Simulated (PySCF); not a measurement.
CHN, SMILES [C-]#[NH+]. Coordinates come from a B3LYP-D3(BJ)/def2-TZVPD optimisation.

Method: B3LYP-D3(BJ)/def2-TZVPD run with PySCF 2.14.0.

Harmonic wavenumbers (cm⁻¹): 467, 467, 2106, 3791. Rotational constants (GHz): 45.73 (linear); symmetry number 1.

Problem. Work out the zero-point energy and the ideal-gas rigid-rotor harmonic-oscillator thermochemistry at 298.15 K and 1 atm.

Solution. ZPE = ½ Σ hcν = ½ × 6832 cm⁻¹ = 40.86 kJ/mol. H − E(el) = 50.85 kJ/mol. Entropy in J/(mol K): translation 149.86, rotation 49.15, vibration 6.24, total 205.26. G − E(el) = -10.35 kJ/mol. Cp = 40.20 J/(mol K).
